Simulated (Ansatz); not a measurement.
**C3H5NO: basis-set convergence**

Aim: see how fast density functionals and correlated methods converge with the basis set for C3H5NO.

Method: one geometry, several basis sets; program: Ansatz 0.2.0, Gaussian basis.

Plan: PBE0-D4/def2-SVP; ωB97M-V/def2-SVP; PBE0-D4/def2-QZVPP; ωB97M-V/def2-QZVPP; CCSD(T)/cc-pV(D+d)Z; CCSD(T)/cc-pV(T+d)Z; CCSD(T)/cc-pV(Q+d)Z; the functionals' def2-TZVPP values are taken from earlier runs.

**1. The relaxed structure**

The geometry comes from an earlier relaxation with PBE0-D4 in a triple-zeta def2 set; it is a stationary point, not always the lowest conformer.

SMILES `COCC#N`, 10 atoms, charge 0, spin multiplicity 1.

Atoms are counted from 1 here; the program's logs count them from 0.

Bond lengths: C1–O2 1.410 Å, C1–H6 1.098 Å, C1–H7 1.089 Å, C1–H8 1.096 Å, O2–C3 1.392 Å, C3–C4 1.471 Å, C3–H9 1.100 Å, C3–H10 1.092 Å, C4–N5 1.149 Å. Angles: O2–C1–H6 111.1°, O2–C1–H7 106.8°, O2–C1–H8 111.5°, H6–C1–H7 109.2°, H6–C1–H8 109.0°, H7–C1–H8 109.2°, C1–O2–C3 113.3°, O2–C3–C4 113.0°, O2–C3–H9 111.9°, O2–C3–H10 107.5°, C4–C3–H9 107.8°, C4–C3–H10 108.5°, H9–C3–H10 108.1°, C3–C4–N5 179.1°.

As a file:

```mol
C3H5NO
  3D, bonds by distance, orders not assigned

 10  9  0  0  0  0  0  0  0  0999 V2000
   -0.6848   -1.0985    0.4311 C   0  0
    0.6651   -0.7101    0.3047 O   0  0
    0.8281    0.6600    0.1196 C   0  0
    0.2818    1.1362   -1.1602 C   0  0
   -0.1584    1.4972   -2.1583 N   0  0
   -1.1628   -0.5937    1.2806 H   0  0
   -0.6882   -2.1733    0.6047 H   0  0
   -1.2529   -0.8789   -0.4803 H   0  0
    0.3551    1.2420    0.9244 H   0  0
    1.9001    0.8679    0.1367 H   0  0
  1  2  8  0
  2  3  8  0
  3  4  8  0
  4  5  8  0
  1  6  8  0
  1  7  8  0
  1  8  8  0
  3  9  8  0
  3 10  8  0
M  END
```

**2. PBE0-D4 in def2-SVP**

in.yaml reads:

```yaml
crystal:
  periodic: [false, false, false]
  atoms:
    - {symbol: C, position_ang: [-0.684835, -1.098521, 0.431130]}
    - {symbol: O, position_ang: [0.665089, -0.710106, 0.304652]}
    - {symbol: C, position_ang: [0.828133, 0.659971, 0.119620]}
    - {symbol: C, position_ang: [0.281781, 1.136234, -1.160176]}
    - {symbol: N, position_ang: [-0.158416, 1.497201, -2.158345]}
    - {symbol: H, position_ang: [-1.162841, -0.593713, 1.280609]}
    - {symbol: H, position_ang: [-0.688158, -2.173274, 0.604650]}
    - {symbol: H, position_ang: [-1.252860, -0.878876, -0.480254]}
    - {symbol: H, position_ang: [0.355122, 1.241987, 0.924419]}
    - {symbol: H, position_ang: [1.900085, 0.867899, 0.136694]}
basis:
  gaussian: {orbitals: def2-SVP}
hamiltonian: {xc: pbe0, dispersion: d4}
output: {orbitals: {seedname: orbitals}}
```

Launch:

```sh
$ ansatz run in.yaml --threads 2 --pin off --events-out ev --progress --plain --max-ram 32768MiB --backend cpu
```

The runs that follow: ωB97M-V in def2-SVP; PBE0-D4 in def2-QZVPP; ωB97M-V in def2-QZVPP; CCSD(T) in cc-pV(D+d)Z; CCSD(T) in cc-pV(T+d)Z; CCSD(T) in cc-pV(Q+d)Z.

Before running them: what should the planned runs give, taken together? Wanted: MP2 correlation recovered, cc-pV(D+d)Z; MP2 correlation recovered, cc-pV(T+d)Z; MP2 correlation recovered, cc-pV(Q+d)Z; CCSD(T) limit from def2 sets; PBE0-D4: double and triple zeta above quadruple; ωB97M-V: double and triple zeta above quadruple.

As calculated:

| quantity | value |
| --- | --- |
| MP2 correlation recovered, cc-pV(D+d)Z | 72.4 % |
| MP2 correlation recovered, cc-pV(T+d)Z | 89.6 % |
| MP2 correlation recovered, cc-pV(Q+d)Z | 95.7 % |
| CCSD(T) limit from def2 sets (earlier runs) less the limit of this series | 23 meV |
| PBE0-D4: double and triple zeta above quadruple | 8.07, 0.36 eV |
| ωB97M-V: double and triple zeta above quadruple | 8.35, 0.35 eV |

**Reading.** For PBE0-D4 the step from double to triple zeta gains 7.70 eV and the next only 0.36 eV. Correlation climbs from 72 % (cc-pV(D+d)Z) to 96 % (cc-pV(Q+d)Z) of the limit; Hartree-Fock is 0.141 eV from its own by then. A limit from the def2 sets, made apart, differs by 23 meV, a least measure of the doubt on such a limit. Total energies overstate the basis error of differences, where much of it tends to cancel. The LUMO of ωB97M-V is positive and keeps falling with the basis (2.60 to 1.55 eV): an unbound level that the basis holds in place.
